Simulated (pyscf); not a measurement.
## Elimination: H₃C–CH₂–F (SMILES CCF) -> H₂C=CH₂ (SMILES C=C) + HF (SMILES F)

Gas phase, singlet surface, charge 0. Bonds broken: C1–F3, C2–H4. Bonds formed: F3–H4. Optimised with ωB97X-D3(BJ)/def2-SVP in PySCF. Correlated levels are frozen-core, on RHF or UHF. ΔMP2 is the change of the MP2 total energy from the triple- to the quadruple-zeta basis.

Transition state (Å):

```xyz
8

C     -0.9042     0.5547     0.0110
C     -0.0628    -0.2144    -0.8125
F     -2.3241    -0.6595    -0.1346
H     -1.2459    -0.8785    -0.7210
H     -0.8410     0.4972     1.1012
H     -1.4645     1.4063    -0.3846
H      0.7312    -0.8062    -0.3465
H      0.1020     0.1095    -1.8448
```

One imaginary mode, 1895i cm⁻¹; descent along it reached the two sides named, in the forms told below.

```csv
bond,change,reactant side (Å),saddle,product side
C1–F3,breaks,1.382,1.874,3.1
C2–H4,breaks,1.101,1.360,2.204
F3–H4,forms,2.7,1.247,0.930
```

Electronic energies relative to the reactant's lowest minimum found (kJ/mol):

```json
[
 {"level": "ωB97X-D3(BJ)/def2-TZVP", "barrier": "270.5", "reaction energy": "+92.1", "reverse barrier": "178.3"},
 {"level": "PBE/def2-TZVP", "barrier": "228.7", "reaction energy": "+85.4", "reverse barrier": "143.2"},
 {"level": "r²SCAN/def2-TZVP", "barrier": "247.3", "reaction energy": "+91.2", "reverse barrier": "156.1"},
 {"level": "B3LYP-D3(BJ)/def2-TZVP", "barrier": "253.7", "reaction energy": "+78.9", "reverse barrier": "174.8"},
 {"level": "PBE0-D3(BJ)/def2-TZVP", "barrier": "260.4", "reaction energy": "+94.6", "reverse barrier": "165.8"},
 {"level": "M06-2X/def2-TZVP", "barrier": "275.5", "reaction energy": "+84.6", "reverse barrier": "190.9"},
 {"level": "ωB97M-D3(BJ)/def2-TZVP", "barrier": "259.8", "reaction energy": "+80.7", "reverse barrier": "179.0"},
 {"level": "HF/def2-TZVP", "barrier": "331.1", "reaction energy": "+74.5", "reverse barrier": "256.6"},
 {"level": "MP2/def2-QZVPP", "barrier": "262.5", "reaction energy": "+65.9", "reverse barrier": "196.6"},
 {"level": "CCSD/def2-TZVPP", "barrier": "285.4", "reaction energy": "+68.9", "reverse barrier": "216.5"},
 {"level": "CCSD(T)/def2-TZVPP", "barrier": "270.0", "reaction energy": "+66.8", "reverse barrier": "203.2"},
 {"level": "CCSD(T)/def2-TZVPP + ΔMP2(QZVPP)", "barrier": "266.9", "reaction energy": "+65.0", "reverse barrier": "201.9"}
]
```

With CCSD(T)/def2-TZVPP + ΔMP2(QZVPP) energies and thermal terms (ideal gas, 1 atm, RRHO with modes under 100 cm⁻¹ raised to 100, one conformer, R ln 2 for rigid chiral ones), in kJ/mol:

```
T (K)    ΔH‡    ΔG‡     ΔH      ΔG
-----  -----  -----  -----  ------
298    245.8  246.1  +51.0   +12.5
600    247.0  245.9  +53.5   -27.8
900    247.6  245.2  +53.0   -68.5
1200   247.4  244.4  +50.7  -108.7
```

On the product side the descent ends in a complex, 23.5 kJ/mol under the separated species and 201.8 kJ/mol under the saddle at ωB97X-D3(BJ)/def2-TZVP. This is the saddle that the search found; another between the same sides may lie lower. The CCSD(T) − MP2 part came from Ansatz, without density fitting, on the same reference.
